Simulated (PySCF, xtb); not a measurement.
Na2, SMILES [Na][Na].

Harmonic wavenumbers (cm⁻¹) from xtb with GFN2-xTB at its own minimum, in rising order: 264.

**Question.** What does PBE0-D3(BJ)/def2-TZVPD (PySCF 2.14.0) give at its own minimum? (An estimate is asked for; the answer gives what the named calculation found.)

**Answer.** 159. Paired by order, the mean absolute difference is 105 cm⁻¹ and the zero-point energies are 0.4 and 0.2 kcal/mol.
